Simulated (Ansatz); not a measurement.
# C4H6: ionisation energy by level of theory

One table from this session's results is given with a row withheld; the runs are named, their logs left out.

The runs use Ansatz 0.2.0, Gaussian basis; unrestricted cation, the program's frozen cores in correlated methods.

Levels to be run: UKS PBE-D4/def2-TZVPP; UKS r2SCAN-D4/def2-TZVPP; UKS PBE0-D4/def2-TZVPP; UKS B3LYP-D4/def2-TZVPP; UKS wB97X-V/def2-TZVPP; UKS wB97M-V/def2-TZVPP; UKS B2PLYP/def2-TZVPP; UHF-CCSD(T)/def2-TZVPP; UHF-MP2/def2-QZVPP; extrapolation to the limit; then −ε(HOMO) from the neutral's earlier runs with LDA (SPW92), PBE-D4, revPBE-D4, BLYP-D4, r2SCAN-D4, B97M-V, PBE0-D4, B3LYP-D4, r2SCANh-D4, r2SCAN0-D4, HSE06-D4, BHLYP-D4, CAM-B3LYP-D4, LC-ωPBE, ωB97X-V, ωB97M-V.

### Structure used throughout

The geometry comes from an earlier relaxation with PBE0-D4 in a triple-zeta def2 set; it is a stationary point, not always the lowest conformer.

SMILES `C=C=CC`, 10 atoms, charge 0, spin multiplicity 1.

Atoms are counted from 1 here; the program's logs count them from 0.

Bond lengths: C1–C2 1.301 Å, C1–H5 1.086 Å, C1–H6 1.086 Å, C2–C3 1.301 Å, C3–C4 1.497 Å, C3–H7 1.089 Å, C4–H8 1.094 Å, C4–H9 1.090 Å, C4–H10 1.094 Å. Angles: C2–C1–H5 121.3°, C2–C1–H6 121.3°, H5–C1–H6 117.4°, C1–C2–C3 179.8°, C2–C3–C4 124.9°, C2–C3–H7 117.8°, C4–C3–H7 117.3°, C3–C4–H8 110.7°, C3–C4–H9 111.2°, C3–C4–H10 110.7°, H8–C4–H9 108.5°, H8–C4–H10 107.1°, H9–C4–H10 108.4°.

Set-up of the first run:

Contents of in.yaml:

```yaml
crystal:
  periodic: [false, false, false]
  atoms:
    - {symbol: C, position_ang: [-1.019754, 1.636018, -0.806398]}
    - {symbol: C, position_ang: [-0.208577, 0.649979, -0.558467]}
    - {symbol: C, position_ang: [0.600904, -0.337331, -0.307173]}
    - {symbol: C, position_ang: [0.523925, -1.221181, 0.899210]}
    - {symbol: H, position_ang: [-1.932815, 1.486221, -1.374260]}
    - {symbol: H, position_ang: [-0.809246, 2.641627, -0.455676]}
    - {symbol: H, position_ang: [1.394697, -0.538872, -1.024625]}
    - {symbol: H, position_ang: [0.385241, -2.265814, 0.605554]}
    - {symbol: H, position_ang: [-0.302916, -0.932416, 1.548016]}
    - {symbol: H, position_ang: [1.451541, -1.169530, 1.476817]}
basis:
  gaussian: {orbitals: def2-TZVPP}
total_charge: 1
magnetization: {spin_polarized: true, initial_magnetization: 1}
hamiltonian: {xc: pbe, dispersion: d4}
```

Started as:

```bash
$ ansatz run in.yaml --threads 4 --pin off --events-out ev --progress --plain --max-ram 10444MiB
```

Steps of the session up to this table: Cation, UKS PBE-D4/def2-TZVPP; Cation, UKS r2SCAN-D4/def2-TZVPP; Cation, UKS PBE0-D4/def2-TZVPP; Cation, UKS B3LYP-D4/def2-TZVPP; Cation, UKS wB97X-V/def2-TZVPP; Cation, UKS wB97M-V/def2-TZVPP; Cation, UKS B2PLYP (frozen core)/def2-TZVPP; Cation, UHF-CCSD(T)/def2-TZVPP; Cation, UHF-MP2/def2-QZVPP.

One of the session's tables, all rows but one given; the rest of the session is left out.

It belongs to the step «Ionisation energies side by side». For comparison, −ε(HOMO) of the neutral from earlier runs:

```
  functional  −ε(HOMO) (eV)
 LDA (SPW92)           6.18
      PBE-D4           6.05
   revPBE-D4           6.00
     BLYP-D4           5.92
   r2SCAN-D4           6.24
      B97M-V           6.27
     PBE0-D4           7.21
    B3LYP-D4           7.00
  r2SCANh-D4           6.68
  r2SCAN0-D4           7.34
    HSE06-D4           6.81
    BHLYP-D4           8.24
CAM-B3LYP-D4           8.54
     LC-ωPBE           9.92
     ωB97X-V              ?
     ωB97M-V           9.43
```

Estimate the missing values for ωB97X-V.

As computed: −ε(HOMO) (eV): 9.54. In the column «−ε(HOMO) (eV)» it lies between ωB97M-V (9.43) and LC-ωPBE (9.92).
